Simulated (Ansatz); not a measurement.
# Pulling the pair apart

The pair of HCN (SMILES C#N, atoms 1–3) and SiH4 (SMILES [SiH4], atoms 4–8), both closed shells, in one local arrangement (a lower one may exist), relaxed at PBE0-D4/def2-TZVP:

C1  (-0.576, 0.006, -2.768)
N2  (-0.318, 0.028, -1.652)
H3  (-0.816, -0.013, -3.809)
Si4  (0.339, -0.004, 1.632)
H5  (1.405, -0.760, 0.931)
H6  (-0.981, -0.638, 1.399)
H7  (0.321, 1.406, 1.173)
H8  (0.625, -0.025, 3.094)
(Å)

SiH4 is shifted rigidly along the line between the mean atom positions of the two fragments (negative: closer). Counterpoise interaction energies in kcal/mol. Computed with Ansatz 0.2.0 (basis: def2-TZVPPD); correlated methods freeze the cores. B3LYP uses VWN-RPA correlation.

| shift (Å) | PBE-D4 | B3LYP-D4 | wB97M-V |
| --- | --- | --- | --- |
| -0.34 | -0.88 | -0.59 | -1.04 |
| -0.17 | -1.26 | -1.05 | -1.38 |
| 0.00 | -1.37 | -1.19 | -1.43 |
| 0.17 | -1.33 | -1.15 | -1.33 |
| 0.40 | -1.16 | -0.96 | -1.11 |
| 0.84 | -0.76 | -0.57 | -0.72 |
| 1.67 | -0.25 | -0.14 | -0.31 |
| 3.35 | 0.02 | 0.06 | -0.07 |

At the largest shift the D4 term itself is slightly repulsive (PBE-D4 +2.5 meV, B3LYP-D4 +4.6 meV): a quirk of that model, not of the functional.

**Question.** What does CCSD(T) give at these shifts? (An estimate is asked for; the value comes from the calculation.)

**Answer.** Computed: -0.63, -1.11, -1.26, -1.24, -1.09, -0.73, -0.30, -0.07 kcal/mol. For zero shift, CCSD(T) at an estimated basis limit (MP2 extrapolated from triple and quadruple zeta, plus CCSD(T) − MP2 in triple zeta) gives -1.40 kcal/mol. These are counterpoise interaction energies, counted from the two frozen fragments.

No T1 diagnostic of these runs exceeds 0.013.

For scale, one of the runs: CCSD(T)/def2-TZVPPD, 207 basis functions, launched by `ansatz run in.yaml --threads 2 --pin off --events-out ev --progress --plain --max-ram 5222MiB`. Time: 50 s of wall clock on 2 CPU threads of an Arm Neoverse V2; the host was shared. Peak host memory: 2.6 GiB.
